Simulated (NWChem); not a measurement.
Molecule: sulfur dioxide (SO2); SMILES O=S=O

```xyz
3

O      1.2504     0.0000     0.3713
S      0.0000     0.0000    -0.3713
O     -1.2504     0.0000     0.3713
```
Atoms are numbered in this order, from 1.

STO-3G and 3-21G are far too small for this property and stand as cheap habits. All runs use the structure optimised with PBE0/def2-SVP.

Symmetry labels are those of C2v in the frame above (b1 and b2, or b-type labels, depend on it).

Task: List the 4 lowest vertical singlet excitations from PBE0/3-21G, TDA (NWChem).

Result: 
```csv
state,energy (eV),oscillator strength,symmetry,leading excitation (squared amplitude)
S1,3.27,0.007,b2,HOMO → LUMO (0.99)
S2,3.94,0.000,a2,HOMO−1 → LUMO (1.00)
S3,6.59,0.061,b1,HOMO−2 → LUMO (0.69)
S4,8.07,0.000,a2,HOMO−3 → LUMO (0.99)
```
